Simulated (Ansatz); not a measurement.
Where CCSD(T) holds and where it slips

Each species is computed at the geometry given (Å), with frozen cores, in Ansatz 0.2.0: RHF-CCSD(T) for singlets, UHF-CCSD(T) otherwise, and full CI in the same basis. The program picks the determinant by trial CCSD, so it needn't be the lowest Hartree–Fock solution. States: [CH3···H···H] A', HSiAl A'', HSi–MgH A'. Cases whose determinant has another symmetry than full CI's state, or whose (Q) step broke down, weren't drawn.

Task: Judging by size, spin and bonding, rank them by the size of CCSD(T)'s error in total energy against full CI in the same basis, smallest first (an estimate).
A. HSiAl, triplet, 6-31G: Si 0.000 -0.040 1.309; Al 0.000 -0.013 -1.376; H 0.000 1.480 0.354
B. HSi–MgH, singlet, 6-31G: Si 0.000 -0.076 1.274; Mg 0.000 0.026 -1.395; H 0.000 1.459 1.269; H 0.000 0.027 -3.114
C. [CH3···H···H], doublet, 6-31G: C -0.165 0.000 0.000; H -0.528 1.027 0.000; H -0.528 -0.514 0.890; H -0.528 -0.514 -0.890; H 1.368 0.000 0.000; H 2.187 0.000 0.000

Result: C (12.0 meV), B (20.7 meV), A (35.6 meV).

```tsv
species	basis	correlated electrons	CCSD(T) − full CI (meV)	CCSDT(Q) − full CI (meV)	unpaired electrons (full CI)	T1	⟨S²⟩ of the determinant
[CH3···H···H], doublet	6-31G	9	12.0	0.0	1.03	0.012	0.78
HSi–MgH, singlet	6-31G	8	20.7	1.5	0.09	0.018	0.00
HSiAl, triplet	6-31G	8	35.6	0.1	2.11	0.042	2.05
```

Unpaired electrons are Σ n²(2−n)² over natural occupations; an open shell counts its own unpaired electrons too. Frozen cores follow each run's orbitals, which moves totals by a few meV.
